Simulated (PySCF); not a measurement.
Method: PBE0/[Si def2-TZVP, N def2-TZVP, F def2-TZVP], no relativity, density fitting, PySCF.

```xyz
3
charge 0 multiplicity 1, angstrom
Si    0.0000    0.0000   -0.1333
N     0.0000    0.0000   -1.6908
F     0.0000    0.0000    1.4427
```

FSiN (singlet), along the line from Si1 (at 0) through N2 (at 1.557 Å).

Problem. Tabulate the fields along this line at -0.47, -0.39, -0.31, -0.23, -0.16, -0.08, 0.08, 0.16, 0.23, 0.31, 0.39, 0.47, 0.55, 0.62, 0.70, 0.78, 0.86, 0.93, 1.01, 1.09, 1.17, 1.25, 1.32, 1.40, 1.48, 1.64, 1.71, 1.79, 1.87, 1.95, 2.02, 2.10, 2.18, 2.26, 2.34, 2.41, 2.49 Å.

Solution. 
```json
{"distance (Å)": "-0.47", "electron density (e/Å³)": "2.9", "electron localisation function": "0.324", "electrostatic potential (V)": "77.6"}
{"distance (Å)": "-0.39", "electron density (e/Å³)": "6.91", "electron localisation function": "0.709", "electrostatic potential (V)": "109"}
{"distance (Å)": "-0.31", "electron density (e/Å³)": "16.9", "electron localisation function": "0.849", "electrostatic potential (V)": "166"}
{"distance (Å)": "-0.23", "electron density (e/Å³)": "39", "electron localisation function": "0.846", "electrostatic potential (V)": "287"}
{"distance (Å)": "-0.16", "electron density (e/Å³)": "76.1", "electron localisation function": "0.558", "electrostatic potential (V)": "591"}
{"distance (Å)": "-0.08", "electron density (e/Å³)": "274", "electron localisation function": "0.403", "electrostatic potential (V)": "1670"}
{"distance (Å)": "0.08", "electron density (e/Å³)": "274", "electron localisation function": "0.396", "electrostatic potential (V)": "1670"}
{"distance (Å)": "0.16", "electron density (e/Å³)": "77.5", "electron localisation function": "0.576", "electrostatic potential (V)": "589"}
{"distance (Å)": "0.23", "electron density (e/Å³)": "39.5", "electron localisation function": "0.855", "electrostatic potential (V)": "284"}
{"distance (Å)": "0.31", "electron density (e/Å³)": "17", "electron localisation function": "0.849", "electrostatic potential (V)": "163"}
{"distance (Å)": "0.39", "electron density (e/Å³)": "6.82", "electron localisation function": "0.667", "electrostatic potential (V)": "106"}
{"distance (Å)": "0.47", "electron density (e/Å³)": "2.86", "electron localisation function": "0.247", "electrostatic potential (V)": "74.7"}
{"distance (Å)": "0.55", "electron density (e/Å³)": "1.49", "electron localisation function": "0.0767", "electrostatic potential (V)": "55"}
{"distance (Å)": "0.62", "electron density (e/Å³)": "1.12", "electron localisation function": "0.088", "electrostatic potential (V)": "42.1"}
{"distance (Å)": "0.70", "electron density (e/Å³)": "1.11", "electron localisation function": "0.232", "electrostatic potential (V)": "33.6"}
{"distance (Å)": "0.78", "electron density (e/Å³)": "1.24", "electron localisation function": "0.481", "electrostatic potential (V)": "28.6"}
{"distance (Å)": "0.86", "electron density (e/Å³)": "1.45", "electron localisation function": "0.638", "electrostatic potential (V)": "27.1"}
{"distance (Å)": "0.93", "electron density (e/Å³)": "1.73", "electron localisation function": "0.686", "electrostatic potential (V)": "29.3"}
{"distance (Å)": "1.01", "electron density (e/Å³)": "2.05", "electron localisation function": "0.668", "electrostatic potential (V)": "36.1"}
{"distance (Å)": "1.09", "electron density (e/Å³)": "2.43", "electron localisation function": "0.575", "electrostatic potential (V)": "49.4"}
{"distance (Å)": "1.17", "electron density (e/Å³)": "2.83", "electron localisation function": "0.352", "electrostatic potential (V)": "72.6"}
{"distance (Å)": "1.25", "electron density (e/Å³)": "3.41", "electron localisation function": "0.1", "electrostatic potential (V)": "113"}
{"distance (Å)": "1.32", "electron density (e/Å³)": "6.19", "electron localisation function": "0.0725", "electrostatic potential (V)": "186"}
{"distance (Å)": "1.40", "electron density (e/Å³)": "27.1", "electron localisation function": "0.776", "electrostatic potential (V)": "345"}
{"distance (Å)": "1.48", "electron density (e/Å³)": "184", "electron localisation function": "0.999", "electrostatic potential (V)": "896"}
{"distance (Å)": "1.64", "electron density (e/Å³)": "182", "electron localisation function": "0.999", "electrostatic potential (V)": "895"}
{"distance (Å)": "1.71", "electron density (e/Å³)": "26.8", "electron localisation function": "0.712", "electrostatic potential (V)": "343"}
{"distance (Å)": "1.79", "electron density (e/Å³)": "6.53", "electron localisation function": "0.0795", "electrostatic potential (V)": "182"}
{"distance (Å)": "1.87", "electron density (e/Å³)": "3.82", "electron localisation function": "0.171", "electrostatic potential (V)": "107"}
{"distance (Å)": "1.95", "electron density (e/Å³)": "3.03", "electron localisation function": "0.551", "electrostatic potential (V)": "66.2"}
{"distance (Å)": "2.02", "electron density (e/Å³)": "2.38", "electron localisation function": "0.771", "electrostatic potential (V)": "41.5"}
{"distance (Å)": "2.10", "electron density (e/Å³)": "1.8", "electron localisation function": "0.843", "electrostatic potential (V)": "26.1"}
{"distance (Å)": "2.18", "electron density (e/Å³)": "1.32", "electron localisation function": "0.865", "electrostatic potential (V)": "16.3"}
{"distance (Å)": "2.26", "electron density (e/Å³)": "0.945", "electron localisation function": "0.867", "electrostatic potential (V)": "10"}
{"distance (Å)": "2.34", "electron density (e/Å³)": "0.668", "electron localisation function": "0.86", "electrostatic potential (V)": "5.9"}
{"distance (Å)": "2.41", "electron density (e/Å³)": "0.468", "electron localisation function": "0.847", "electrostatic potential (V)": "3.21"}
{"distance (Å)": "2.49", "electron density (e/Å³)": "0.327", "electron localisation function": "0.826", "electrostatic potential (V)": "1.46"}
```

On a grid of 0.08 Å the density has a local minimum along the bond near 0.70 Å from Si, at 1.11 e/Å³, where the ELF is 0.23.
